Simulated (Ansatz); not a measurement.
## Ansatz (development build ahead of 0.2.0) run

```yaml
crystal:
  periodic: [false, false, false]
  atoms:
    - { symbol: O, position_ang: [0.83106, 0.20488, -0.21674] }
    - { symbol: C, position_ang: [-0.28612, -0.77211, -0.12813] }
    - { symbol: C, position_ang: [-0.50112, 0.55065, 0.34599] }
    - { symbol: H, position_ang: [-0.04799, -1.58343, 0.55858] }
    - { symbol: H, position_ang: [-0.62703, -1.07578, -1.11724] }
    - { symbol: H, position_ang: [-1.01082, 1.29062, -0.26975] }
    - { symbol: H, position_ang: [-0.43525, 0.78528, 1.40778] }
basis:
  gaussian: { orbitals: def2-SVP }
total_charge: 1
magnetization:
  spin_polarized: true
  initial_magnetization: 1
hamiltonian:
  xc: hf
output:
  forces: true
```

The input is written out in the form of the current development build from the run's settings.

Output:

```yaml
Converged: yes
Total_energy: -152.41614 hartree
Spin_squared_of_the_determinant: 0.763
Stability_test: minimum
```

Forces (eV/Å):
```json
{"atom": "O1", "Fx": "-0.314", "Fy": "-0.076", "Fz": "0.082"}
{"atom": "C2", "Fx": "-0.088", "Fy": "-0.954", "Fz": "-0.259"}
{"atom": "C3", "Fx": "-0.384", "Fy": "0.830", "Fz": "0.384"}
{"atom": "H4", "Fx": "0.145", "Fy": "0.170", "Fz": "-0.103"}
{"atom": "H5", "Fx": "0.214", "Fy": "0.117", "Fz": "0.071"}
{"atom": "H6", "Fx": "0.241", "Fy": "-0.067", "Fz": "0.002"}
{"atom": "H7", "Fx": "0.186", "Fy": "-0.020", "Fz": "-0.177"}
```
